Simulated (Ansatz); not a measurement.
Ansatz (an electronic-structure program) input:

Ansatz 0.2 input:
```yaml
crystal:
  periodic: [false, false, false]
  atoms:
    - {symbol: C, position_ang: [0.37929460, 0.55476049, 0.30227314]}
    - {symbol: C, position_ang: [0.02534738, -0.76307343, -0.03003155]}
    - {symbol: O, position_ang: [0.69996098, 1.63440694, -0.15189047]}
    - {symbol: O, position_ang: [-1.12129664, -1.30302412, -0.06769073]}
    - {symbol: H, position_ang: [0.94283335, -1.40118499, 0.12320002]}
basis:
  gaussian:
    orbitals: def2-TZVP
hamiltonian:
  xc: b3lyp
  dispersion: d3bj
total_charge: -1
phonons: {temperatures: {t_min: 298.15, t_max: 298.15, t_step: 100}}
```

### Question
What final total energy does it print?

### Answer
-227.32133 Eh (B3LYP-D3(BJ)/def2-TZVP). The basis has 130 functions. The run takes around 60 core-seconds (rough).

It need not be the lowest isomer of its formula. Whether it binds its extra electron was not tested at this geometry.
